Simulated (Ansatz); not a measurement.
in.yaml

```yaml
crystal:
  periodic: [false, false, false]
  atoms:
    - {symbol: B, position_ang: [0.000000, 0.000000, 0.068140]}
    - {symbol: H, position_ang: [0.000000, 0.717784, -0.986606]}
    - {symbol: H, position_ang: [0.000000, 0.000000, 1.242354]}
    - {symbol: H, position_ang: [0.000000, -0.717784, -0.986606]}
basis:
  gaussian: {orbitals: aug-cc-pVDZ}
total_charge: 1
magnetization: {spin_polarized: false, initial_magnetization: 1}
correlation: {method: sc_nevpt2, electrons: outside_noble_gas, active_space: {window: {electrons: 3, orbitals: 3}}}
```

```sh
$ ansatz run in.yaml --threads 1 --pin off --events-out ev --progress --plain --max-ram 2393MiB
```

Output:

```
480 factors; integrals over basis functions are off by at most 1.4e-3 eV
mean field evaluation 1: about -706.4161 eV, gradient 9.3e0 eV
mean field evaluation 2: about -706.4147 eV, gradient 9.3e0 eV
mean field evaluation 4: about -706.8582 eV, gradient 3.2e-1 eV
mean field evaluation 8: about -706.8589 eV, gradient 4.1e-5 eV
mean field -706.85886999 eV, -25.9765843461 hartree, gradient 1.5e-6 eV, S^2 0.750000; 0 other end points of the search recorded, 0 dependent functions left out
reference -706.85886999 eV, -25.9765843461 hartree; 4, 3 occupied and 46, 47 virtual orbitals, 480 factors
state -707.23867664 eV, -25.9905419828 hartree
state -707.23867664 eV, -25.9905419828 hartree; corrected -708.90495090 eV, -26.0517764324 hartree
Total energy: -708.90495090 eV, -26.0517764324 hartree
```

Natural occupations: 1.9831 1.0000 0.0169.

For the same geometry and basis full CI lies 609.3 meV lower.

Ran on 1 thread of Arm Neoverse V2, shared host: 0.39 s wall, 0.15 GiB peak host memory.
